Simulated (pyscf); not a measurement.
F–Si(F)(F)–F (SMILES F[Si](F)(F)F) + F–SiH: (SMILES F[SiH]) [singlet] → F–Si:–F (SMILES F[Si]F) [singlet] + F–SiH(F)–F (SMILES F[SiH](F)F) (four-centre exchange; singlet surface; F–Si, H–Si broken, F–Si, H–Si formed). Optimised with ωB97X-D3(BJ)/def2-SVP in PySCF. Energies in kcal/mol from the separated reactants.

```csv
level,barrier,reaction energy
ωB97X-D3(BJ)/def2-TZVP,3.3,-17.5
PBE/def2-TZVP,2.8,-18.8
B3LYP-D3(BJ)/def2-TZVP,6.3,-17.9
M06-2X/def2-TZVP,6.7,-16.2
ωB97M-D3(BJ)/def2-TZVP,[?],-18.0
HF/def2-TZVP,[?],[?]
```

**Question.** Fill in the missing entries.

**Answer.** 
- ωB97M-D3(BJ)/def2-TZVP, barrier: 5.8
- HF/def2-TZVP, barrier: 24.1
- HF/def2-TZVP, reaction energy: -13.5

The functionals in the table span 4.0 kcal/mol in this barrier, from PBE to M06-2X. On the reactant side the descent ends in an adduct with a F–Si, H–Si contact, 0.5 kcal/mol over the separated species and 2.9 kcal/mol under the saddle at ωB97X-D3(BJ)/def2-TZVP. What is counted as formed (F–Si, H–Si) is already present as a longer contact in the reactant adduct; forming that adduct is a step of its own. This is the saddle that the search found; another between the same sides may lie lower.
